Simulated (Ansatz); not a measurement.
For 1T (CdI2-type) SnSe2, PBE+SOC (PAW; Ansatz, a first-principles code) gives:

- lattice constant a: 3.873 Å
- lattice parameter c: 6.958 Å

**Question.** What does r²SCANh (Ansatz, PAW) give for the same quantities?

**Answer.** 
- lattice constant a: 3.828 Å (decreases by 1.2 %)
- lattice parameter c: 6.548 Å (shrinks by 5.9 %)

For comparison: lattice parameter c 6.14 Å (measured, temperature not stated, not corrected to a static lattice; as tabulated in Gonzalez and Oleynik (2016), arXiv:1609.04381).

Changes are worked out from the printed values.

Unless a cell is named, each level is at its own relaxed cell (PBE+SOC 30.13, r²SCANh 27.70 Å³/atom).

Caveats: for a layered or molecular solid the relaxed cell lies over 5 % above the published volume, where the minimum can be shallow (PBE+SOC); the cell comes from a level without a dispersion term, which matters for the spacing of layers, chains or molecules (PBE+SOC, r²SCANh). Ansatz's density-functional and Hartree–Fock values are scalar-relativistic unless marked +SOC, with PAW data made under PBE.
